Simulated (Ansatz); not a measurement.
System: zinc-blende MgTe (metastable phase). Method: LDA (plane waves, PAW; Ansatz, a first-principles code).

Numerical settings: plane-wave cutoff 520 eV, 10×10×10 k mesh, Fermi–Dirac smearing 0.01 eV, scalar-relativistic PAW data made under PBE.

Energies at three volumes about the minimum:

| V (Å³/atom) | E − E_lowest (meV/atom) |
|---|---|
| 31.639 | 1.63 |
| 32.284 | 0.00 |
| 32.930 | 1.50 |

Problem. Fit a parabola by hand: where is the minimum, what lattice constant follows, and what is the bulk modulus?

Solution. Slopes: (0.00 − 1.63)/(32.284 − 31.639) = -2.527 and (1.50 − 0.00)/(32.930 − 32.284) = 2.322 meV/Å³. Curvature E″ = 2 × (2.322 − (-2.527))/(32.930 − 31.639) = 7.512 meV/Å⁶. From the middle of the first interval, the slope vanishes at V0 = 31.9615 − (-2.527)/7.512 = 32.298 Å³/atom. B = V0 E″ = 32.298 × 7.512 meV/Å³ × 0.1602 GPa per meV/Å³ = 38.9 GPa. With 8 atoms in the cube, a = (8 × 32.298)^(1/3) = 6.369 Å. The full Birch–Murnaghan fit to all volumes gives V0 = 32.286 Å³/atom and B0 = 38.7 GPa.

Measured, for comparison: lattice constant a 6.42 ± 0.005 Å (room temperature, no zero-point or thermal correction, from epitaxial CdTe/MgTe superlattices; as tabulated in Lucero et al. (2012), arXiv:1111.4515).
